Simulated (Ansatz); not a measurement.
This geometry of C3H6OS (11 atoms, charge 0, multiplicity 1) is a first-order saddle point.

All numbers below come from RKS revPBE-D4/def2-SVP in Ansatz.

```xyz
11
Properties=species:S:1:pos:R:3
C -0.364 1.952 -0.265
C -1.025 0.843 0.117
S -0.381 -0.318 1.319
C 0.890 -1.198 0.283
O 0.370 -1.952 -0.773
H 0.622 2.209 0.155
H -0.791 2.632 -1.021
H -2.021 0.607 -0.296
H 1.452 -1.797 1.041
H 1.571 -0.442 -0.154
H -0.257 -2.593 -0.385
```

(1) Which two structures does it join? (They come from a converged band through this point; their orientation in space is the band's.)

(2) How far does it lie above each of them?

## Answers

(1) No bond is made or broken. The dihedral C1–C2–S3–C4 goes from -164 to 12°.

Image 0:

```xyz
11
Properties=species:S:1:pos:R:3
C -0.712 2.244 -0.089
C -0.394 0.934 -0.155
S 0.322 0.010 1.173
C 0.924 -1.457 0.210
O -0.075 -2.119 -0.517
H -0.505 2.856 0.803
H -1.208 2.734 -0.940
H -0.622 0.324 -1.046
H 1.421 -2.088 0.983
H 1.687 -1.121 -0.520
H -0.772 -2.374 0.119
```

Image 6:

```xyz
11
Properties=species:S:1:pos:R:3
C -0.579 1.445 -0.627
C -0.414 1.246 0.698
S 0.173 -0.199 1.533
C 0.834 -1.214 0.141
O -0.118 -1.697 -0.769
H -0.403 0.656 -1.371
H -0.925 2.427 -0.986
H -0.648 2.045 1.424
H 1.405 -2.018 0.663
H 1.544 -0.584 -0.432
H -0.803 -2.166 -0.253
```

(2) 16.9 kJ/mol above the first and 19.3 kJ/mol above the second. This is the barrier of this one path; another mechanism may lie lower.

The run took 110 s on 2 threads of Arm Neoverse V1, with other jobs on the host, peak memory 0.14 GiB.
